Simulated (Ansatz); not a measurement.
# NaSi (quartet): wave-function methods side by side, def2-QZVPP

One table from this session's results is given with a row withheld; the runs are named, their logs left out.

Program: Ansatz 0.2.0, Gaussian basis. Level of theory: def2-QZVPP, core rule «outside noble gas», up to 10 orbitals frozen. These are calculated values, not measurements.

The runs, in order: UHF; ROHF; CCSD(T) on UHF.

## The geometry

The geometry is a PBE0/def2-TZVP stationary point (not a proven minimum).

2 atoms, charge 0, spin multiplicity 4.

Atoms are counted from 1 here; the program's logs count them from 0.

Bond lengths: Si1–Na2 2.697 Å.

The first run:

in.yaml

```yaml
crystal:
  periodic: [false, false, false]
  atoms:
    - {symbol: Si, position_ang: [0.000000, 0.000000, 0.000000]}
    - {symbol: Na, position_ang: [0.000000, 0.000000, 2.697100]}
basis:
  gaussian: {orbitals: "def2-QZVPP.json"}
magnetization: {spin_polarized: true, initial_magnetization: 3}
hamiltonian: {xc: hf}
output: {orbitals: {seedname: orbitals}}
```

Run with:

```
$ ansatz run in.yaml --threads 1 --pin off --events-out ev --progress --plain --max-ram 2393MiB
```

Among the steps run: UHF; ROHF; CCSD(T) on UHF.

One of the session's tables, all rows but one given; the rest of the session is left out.

```
  method  from UCCSD(T) (meV)
    ROHF                    ?
     UHF              +2723.9
    UMP2               +531.2
   UCCSD               +141.3
UCCSD(T)                    0
```

Estimate the missing values for ROHF.

**Answer.** from UCCSD(T) (meV): +2742.9. In the column «from UCCSD(T) (meV)» it is the highest.
